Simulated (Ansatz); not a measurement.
**Al₂NH₅: one structure at several levels**

One table from this session's results is given with a row withheld; the runs are named, their logs left out.

Program: Ansatz 0.2.0, Gaussian basis. Level of theory: single points in def2-TZVPP. These are calculated values, not measurements.

Correlated methods freeze the cores.

### Where the work starts

SMILES `[NH2][AlH][AlH2]`, 8 atoms, charge 0, spin multiplicity 1.

Atoms are counted from 1 here; the program's logs count them from 0.

Bond lengths: N1–Al2 1.961 Å, N1–H4 1.235 Å, N1–H5 0.802 Å, Al2–Al3 2.614 Å, Al2–H6 1.364 Å, Al3–H7 1.498 Å, Al3–H8 1.531 Å. Angles: Al2–N1–H4 131.7°, Al2–N1–H5 103.4°, H4–N1–H5 124.4°, N1–Al2–Al3 146.5°, N1–Al2–H6 118.1°, Al3–Al2–H6 93.5°, Al2–Al3–H7 82.7°, Al2–Al3–H8 147.3°, H7–Al3–H8 126.4°.

Coordinates:

```xyz
8
Al2H5N
N    -1.42030    1.38920   -1.05910
Al    0.02050    0.49710   -0.07230
Al    1.01870   -1.77570    0.74810
H    -2.33450    0.94420   -1.75980
H    -1.23750    2.16750   -0.99210
H     0.72510    1.22960    0.83720
H     2.10960   -0.89080    1.26910
H     1.08960   -3.29350    0.56260
```

The first run:

The input, run/in.yaml:

```yaml
crystal:
  periodic: [false, false, false]
  atoms:
    - {symbol: N, position_ang: [-1.420300, 1.389200, -1.059100]}
    - {symbol: Al, position_ang: [0.020500, 0.497100, -0.072300]}
    - {symbol: Al, position_ang: [1.018700, -1.775700, 0.748100]}
    - {symbol: H, position_ang: [-2.334500, 0.944200, -1.759800]}
    - {symbol: H, position_ang: [-1.237500, 2.167500, -0.992100]}
    - {symbol: H, position_ang: [0.725100, 1.229600, 0.837200]}
    - {symbol: H, position_ang: [2.109600, -0.890800, 1.269100]}
    - {symbol: H, position_ang: [1.089600, -3.293500, 0.562600]}
basis:
  gaussian: {orbitals: def2-TZVPP}
correlation: {method: ccsd_t}
output: {forces: true}
```

The command line of these runs was not kept.

Steps of the session up to this table: CCSD(T)/def2-TZVPP; PBE0-D4/def2-TZVPP; wB97M-V/def2-TZVPP; r2SCAN-D4/def2-TZVPP; PBE-D4/def2-TZVPP; r2SCAN0-D4/def2-TZVPP; HSE06-D4/def2-TZVPP.

One table of the session follows, with a row left open; its other results are not shown here.

```
    method  RMS force component (eV/Å)  angle to CCSD(T) forces (°)  dipole (D)
   CCSD(T)                       6.456                    reference        0.81
   PBE0-D4                       6.463                          0.5        0.74
   wB97M-V                       6.413                          0.6        0.75
 r2SCAN-D4                       6.421                          0.3        0.82
    PBE-D4                           ?                            ?           ?
r2SCAN0-D4                       6.426                          0.8        0.74
  HSE06-D4                       6.466                          0.4        0.75
```

Q: Estimate the row for PBE-D4 from the others.

**Answer.** RMS force component (eV/Å): 6.464; angle to CCSD(T) forces (°): 1.1; dipole (D): 0.87. In the column «RMS force component (eV/Å)» it lies between PBE0-D4 (6.463) and HSE06-D4 (6.466).
